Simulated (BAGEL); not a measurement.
# PBE0/def2-TZVPP (density fitting with qzvpp-jkfit) run of CClO+ (SMILES [O+]#CCl)

Aim: the energy change on altering one bond length of CClO+ at PBE0/def2-TZVPP (density fitting with qzvpp-jkfit), from 2 runs. 

The calculation is run with BAGEL 1.2.2.

**1. Starting point**

CClO+ has 3 atoms, charge +1, and is taken as a singlet. As SMILES, `[O+]#CCl`. Geometry: relaxed at GFN2-xTB.

Bond lengths: O1–C2 1.122 Å, C2–Cl3 1.528 Å. Angles: O1–C2–Cl3 179.7°.

**2. A single-point energy at PBE0/def2-TZVPP (density fitting with qzvpp-jkfit)**

The input, dft.json:

```json
{ "bagel": [

{
  "title": "molecule",
  "basis": "tzvpp",
  "df_basis": "qzvpp-jkfit",
  "angstrom": true,
  "geometry": [
    { "atom": "O", "xyz": [   -0.677350,    1.027910,   -0.255880 ] },
    { "atom": "C", "xyz": [   -0.074560,    0.109500,   -0.028570 ] },
    { "atom": "Cl", "xyz": [    0.751910,   -1.137410,    0.284450 ] }
  ]
},
{
  "title": "ks",
  "xc_func": "pbe0",
  "charge": 1
},
{
  "title": "print",
  "file": "orbitals.molden",
  "orbitals": true
}

]}
```

Started as:

```sh
$ BAGEL_NUM_THREADS=1 BAGEL dft.json > dft.out
```

Output:

```text
* using 1 threads per process

  ===============================================================
  ===============================================================

  *** Geometry ***

  { "atom" : "O", "xyz" : [     -1.280006,      1.942468,     -0.483543 ] },
  { "atom" : "C", "xyz" : [     -0.140898,      0.206925,     -0.053989 ] },
  { "atom" : "Cl", "xyz" : [      1.420904,     -2.149393,      0.537533 ] },

  Number of auxiliary basis functions:      280

  Since a DF basis is specified, we compute 2- and 3-index integrals:
    o Being stored without compression. Storage requirement is 0.024 GB

  Number of basis functions:      104
  Number of electrons      :       31

    * METHOD: MOLECULE                             0.09

  *** Kohn-Sham DFT ***

    * Removing 3837 points whose weight is below 1.00e-10
    * Grid points: 40881

  === Nuclear Repulsion ===
    85.1149873790

       - DIIS with orbital gradients will be used.

  === KS iteration (pbe0 / tzvpp) ===
      0       -386.32205288          0.47153637           0.16
      1       -339.15583398          0.31420878           0.15
      2       -341.71446972          0.48054833           0.15
      3       -505.91545245          0.30570956           0.15
      4       -528.89328612          0.29416044           0.15
      5       -529.93783598          0.29046944           0.15
      6       -548.15630218          0.26554054           0.15
      7       -536.59537069          0.23079469           0.15
      8       -571.77002789          0.05162429           0.15
      9       -572.00375725          0.05525835           0.15
     10       -572.85975788          0.01651781           0.15
     11       -572.94720009          0.00224311           0.15
     12       -572.94826629          0.00121058           0.15
     13       -572.94861581          0.00018175           0.15
     14       -572.94862734          0.00002556           0.15
     15       -572.94862751          0.00000664           0.15
     16       -572.94862752          0.00000394           0.15
     17       -572.94862752          0.00000038           0.15
     18       -572.94862752          0.00000005           0.15
     19       -572.94862752          0.00000000           0.15
    * SCF iteration converged.

    * Permanent dipole moment:
           (   -0.251224,     0.383746,    -0.094628) a.u.

    * METHOD: KS                                   3.16

    * METHOD: PRINT                                0.01

  ===============================================================
```

It took 3.6 s on 1 thread of Arm Neoverse V2, shared host; peak memory 0.23 GiB.

**3. The distorted shape, same level**

The input, job.json:

```json
{ "bagel": [

{
  "title": "molecule",
  "basis": "tzvpp",
  "df_basis": "qzvpp-jkfit",
  "angstrom": true,
  "geometry": [
    { "atom": "O", "xyz": [   -0.858198,    1.303450,   -0.324077 ] },
    { "atom": "C", "xyz": [   -0.074560,    0.109500,   -0.028570 ] },
    { "atom": "Cl", "xyz": [    0.751910,   -1.137410,    0.284450 ] }
  ]
},
{ "title": "ks", "xc_func": "pbe0", "charge": 1 },
{ "title": "print", "file": "orbitals.molden", "orbitals": true }

]}
```

Started as:

```sh
$ BAGEL_NUM_THREADS=1 BAGEL job.json > job.out
```

Output:

```text
* using 1 threads per process

  ===============================================================
  ===============================================================

  *** Geometry ***

  { "atom" : "O", "xyz" : [     -1.621759,      2.463164,     -0.612417 ] },
  { "atom" : "C", "xyz" : [     -0.140898,      0.206925,     -0.053989 ] },
  { "atom" : "Cl", "xyz" : [      1.420904,     -2.149393,      0.537533 ] },

  Number of auxiliary basis functions:      280

  Since a DF basis is specified, we compute 2- and 3-index integrals:
    o Being stored without compression. Storage requirement is 0.024 GB

  Number of basis functions:      104
  Number of electrons      :       31

    * METHOD: MOLECULE                             0.09

  *** Kohn-Sham DFT ***

    * Removing 3446 points whose weight is below 1.00e-10
    * Grid points: 41272

  === Nuclear Repulsion ===
    76.8294887483

       - DIIS with orbital gradients will be used.

  === KS iteration (pbe0 / tzvpp) ===
      0       -387.48703366          0.47026180           0.16
      1       -334.74782685          0.27799153           0.15
      2       -343.40319211          0.47947639           0.15
      3       -495.76899108          0.33925773           0.15
      4       -506.88604752          0.33394790           0.15
      5       -506.87394733          0.33396848           0.15
      6       -507.95779625          0.33128111           0.15
      7       -402.21259660          0.29170050           0.15
      8       -557.92309591          0.13146410           0.15
      9       -533.39860833          0.18274347           0.15
     10       -571.71099361          0.04925489           0.15
     11       -567.70858907          0.09776688           0.15
     12       -571.79305993          0.05502052           0.15
     13       -572.10225554          0.04641503           0.15
     14       -572.34614672          0.03362386           0.15
     15       -572.79014375          0.00843314           0.15
     16       -572.80914096          0.00441876           0.15
     17       -572.81461361          0.00134428           0.15
     18       -572.81514345          0.00019125           0.15
     19       -572.81515768          0.00004723           0.15
     20       -572.81515829          0.00001517           0.15
     21       -572.81515837          0.00000301           0.15
     22       -572.81515837          0.00000066           0.15
     23       -572.81515837          0.00000018           0.15
     24       -572.81515837          0.00000006           0.15
     25       -572.81515837          0.00000001           0.15
    * SCF iteration converged.

    * Permanent dipole moment:
           (   -0.539011,     0.819307,    -0.203472) a.u.

    * METHOD: KS                                   4.09

    * METHOD: PRINT                                0.01

  ===============================================================
```

Wall time 4.5 s (1 thread of Arm Neoverse V2, shared host); peak memory 0.23 GiB.

**4. Outcome**

At PBE0/def2-TZVPP (density fitting with qzvpp-jkfit):

```
                                                         quantity          value
                                        first shape: total energy  -572.94863 Eh
                                         first shape: HOMO energy      -18.73 eV
                                         first shape: LUMO energy       -8.95 eV
                                       first shape: HOMO–LUMO gap        9.78 eV
                                    distorted shape: total energy  -572.81516 Eh
                                     distorted shape: HOMO energy      -17.58 eV
                                     distorted shape: LUMO energy      -10.92 eV
                                   distorted shape: HOMO–LUMO gap        6.67 eV
energy change with the O1–C2 bond stretched from 1.122 to 1.458 Å       3.632 eV
```

**Reading.** With the O1–C2 bond stretched from 1.122 to 1.458 Å the energy rises by 3.63 eV (350 kJ/mol). The first shape isn't relaxed at this level, so the change isn't measured from a minimum.
